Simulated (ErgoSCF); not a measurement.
**SiO (SMILES O=[Si]) at 6 levels**

Aim: a comparison of 6 runs (HF/STO-3G, HF/3-21G, HF/def2-SVP, B3LYP/6-31G*, PBE0/def2-SVP, PBE/cc-pVTZ) of SiO. 

The results are computed with ErgoSCF 3.8.

12 further runs of the same task are left out: 7 that didn't finish, 5 set aside as unsound or not needed.

## (1) The structure to begin with

SiO has 2 atoms, charge 0, and is taken as a singlet. As SMILES, `O=[Si]`. The coordinates come from a PBE0-D4/def2-TZVP relaxation.

Bond lengths: O1–Si2 1.509 Å.

## (2) A single-point energy at HF/STO-3G (run 1)

input.xyz

```xyz
2
OSi
O     -0.640700     0.231500    -0.324000
Si     0.640700    -0.231500     0.324000
```

job.ego

```
set_nthreads("env")
molecule "input.xyz"
scf.max_number_of_iterations = 120
scf.use_diagonalization = 1
basis = "STO-3G"
scf.output_mulliken_pop = 1
tmpdir = "."
run "HF"
```

The basis set STO-3G is read from a file made from the Basis Set Exchange's data (not shown).

On the command line:

```bash
$ ergo < job.ego
```

Standard output:

```text
[...]
INSC SCF_general constructor, number of basis functions: 14
[...]
INSC Energy   1 =       -326.98580930782
[...]
INDE E_LUMO =          0.29306755941
[...]
INSC Energy  10 =       -359.39845821282  ( diff     -0.000000000001819 )
[...]
RESC CONVERGED after  10 iterations.
RESC FINAL ENERGY:       -359.39845821282
[...]
INSC SCF: dipole_moment_x [atomic units] =       0.63439048
INSC SCF: dipole_moment_y [atomic units] =      -0.22922022
INSC SCF: dipole_moment_z [atomic units] =       0.32080929
[...]
```

Wall time 0.86 s (1 thread of Arm Neoverse N1, shared host); peak memory 0.26 GiB.

## (3) The energy at HF/3-21G (run 2)

input.ego

```
set_nthreads(1)
molecule_inline
O   -1.21074753   0.43747160  -0.61227126
Si   1.21074753  -0.43747160   0.61227126
EOF
scf.use_diagonalization = 1
scf.max_number_of_iterations = 120
tmpdir = "."
scf.output_mulliken_pop = 1
basis = "3-21G"
run "HF"
```

The basis set 3-21G is read from a file made from the Basis Set Exchange's data (not shown).

On the command line:

```bash
$ ergo input.ego
```

Standard output:

```text
[...]
INSC SCF_general constructor, number of basis functions: 22
[...]
INSC Energy   1 =       -246.85857830626
[...]
INDE E_LUMO =          0.06304094635
[...]
INSC Energy  14 =       -361.84487809486  ( diff     -0.000000000003240 )
[...]
RESC CONVERGED after  14 iterations.
RESC FINAL ENERGY:       -361.84487809486
[...]
INSC SCF: dipole_moment_x [atomic units] =       0.97072757
INSC SCF: dipole_moment_y [atomic units] =      -0.35074674
INSC SCF: dipole_moment_z [atomic units] =       0.49089392
[...]
```

Wall time 1.1 s (1 thread of Arm Neoverse N1, shared host); peak memory 0.26 GiB.

Run 3 isn't shown in full; the table further down has it.

## (4) A single-point energy at B3LYP/6-31G(d) (spherical functions) (run 4)

input.ego

```
set_nthreads(1)
tmpdir = "."
XC.sparse_mode = 0
charge = 0
XC.radint = 1e-11
scf.output_mulliken_pop = 1
scf.use_diagonalization = 1
scf.max_number_of_iterations = 120
XC.angint = 41
basis = "6-31G*"
molecule_inline
O     -1.21074753     0.43747160    -0.61227126
Si     1.21074753    -0.43747160     0.61227126
EOF
run "B3LYP-G"
```

The basis set 6-31G* is read from a file made from the Basis Set Exchange's data (not shown).

On the command line:

```bash
$ ergo input.ego
```

Standard output:

```text
[...]
INDF Weighted mixed functional:
[...]
INSC Energy   1 =       -193.22040210652
[...]
INDE E_LUMO =         -0.06773407353
[...]
INSC Energy  33 =       -364.71631732065  ( diff      0.000000000000000 )
[...]
RESC CONVERGED after  33 iterations.
RESC FINAL ENERGY:       -364.71631732065
[...]
INSC SCF: dipole_moment_x [atomic units] =       0.86650183
INSC SCF: dipole_moment_y [atomic units] =      -0.31308750
INSC SCF: dipole_moment_z [atomic units] =       0.43818727
[...]
```

Run time: 12 s. Hardware: 1 thread of Arm Neoverse N1, shared host; peak memory 0.26 GiB.

Run 5 isn't shown in full; the table further down has it.

## (5) The energy at PBE/cc-pVTZ (run 6)

molecule.xyz

```xyz
2

O     -0.640700     0.231500    -0.324000
Si     0.640700    -0.231500     0.324000
```

ergo.in

```
set_nthreads(1)
molecule "molecule.xyz"
scf.max_number_of_iterations = 120
scf.output_mulliken_pop = 1
scf.use_diagonalization = 1
XC.radint = 1e-11
XC.angint = 41
tmpdir = "."
basis = "cc-pVTZ"
charge = 0
XC.sparse_mode = 0
run "PBE"
```

The basis set cc-pVTZ is read from a file made from the Basis Set Exchange's data (not shown).

On the command line:

```bash
$ ergo ergo.in
```

Standard output:

```text
[...]
INDF Weighted mixed functional:
[...]
INSC Energy   1 =       -119.69962103629
[...]
INDE E_LUMO =         -0.09956422594
[...]
INSC Energy  40 =       -364.53989194926  ( diff      0.000000000000455 )
[...]
RESC CONVERGED after  40 iterations.
RESC FINAL ENERGY:       -364.53989194926
[...]
INSC SCF: dipole_moment_x [atomic units] =       0.88064449
INSC SCF: dipole_moment_y [atomic units] =      -0.31819762
INSC SCF: dipole_moment_z [atomic units] =       0.44533919
[...]
```

Wall time 1.7 min (1 thread of Arm Neoverse N1, shared host); peak memory 0.26 GiB.

## (6) All runs side by side

| run | level | integration grid | radint | energy (Eh) | dipole moment (D) | wall time |
| --- | --- | --- | --- | --- | --- | --- |
| 1 | HF/STO-3G | – | – | -359.398458 | 1.90 | 0.86 s |
| 2 | HF/3-21G | – | – | -361.844878 | 2.91 | 1.1 s |
| 3 | HF/def2-SVP | – | – | -363.635298 | 3.38 | 3.3 s |
| 4 | B3LYP/6-31G* (spherical functions) | Turbo | 1e-11 | -364.716317 | 2.59 | 12 s |
| 5 | PBE0/def2-SVP | Turbo | 1e-11 | -364.357021 | 2.65 | 4.5 s |
| 6 | PBE/cc-pVTZ | Turbo | 1e-11 | -364.539892 | 2.64 | 1.7 min |

## (7) Results

```
            quantity          value
 run 6: total energy  -364.53989 Eh
run 6: dipole moment         2.64 D
```

**Reading.** The dipole moment (its size) runs from 1.90 D (HF/STO-3G) to 3.38 D (HF/def2-SVP). Totals of different functionals can't be ranked against each other. In run 1 the basis is minimal, so the values are rough. All runs together took 2.1 min, the longest 1.7 min.
